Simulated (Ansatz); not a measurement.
Cartesian coordinates (Å):
```xyz
4

Si    -0.0014     0.0004     0.3377
H     -0.6100     1.2777    -0.1167
H      1.4123    -0.1103    -0.1066
H     -0.8009    -1.1678    -0.1144
```
Charge 0, spin multiplicity 2.

Computed with frozen-core CCSD(T)/cc-pVTZ // PBE0-D4/def2-TZVP in Ansatz (a first-principles code).

```
Item                           Result
----------------------  -------------
HF energy               -290.64029 Ha
MP2 correlation energy    -0.11651 Ha
```

**Question.** Estimate the CCSD correlation energy, the (T) correction, the total energy and the T1 diagnostic.

**Answer.** 
```yaml
CCSD correlation energy: -0.14271 Ha
"(T) correction": -0.00351 Ha
CCSD(T) total energy: -290.78651 Ha
T1 diagnostic: 0.014
```
